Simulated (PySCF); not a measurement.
These are PBE-D3(BJ)/def2-TZVP // PBE-D3(BJ)/def2-SVP (PySCF 2.14.0) values and carry that method's errors. All species are isolated molecules in the gas phase. 

Reference species (SMILES): `C[N]C` (neutral, multiplicity 2).

* **highest occupied spin orbital**: -5.56 eV

Changed species: `[NH2]` (free radical NH2; the reference has free radical N(CH3)2).

### Question
What does the change do to the highest occupied spin orbital?

### Answer
the highest occupied spin orbital decreases by 1.64 eV, to -7.20 eV.
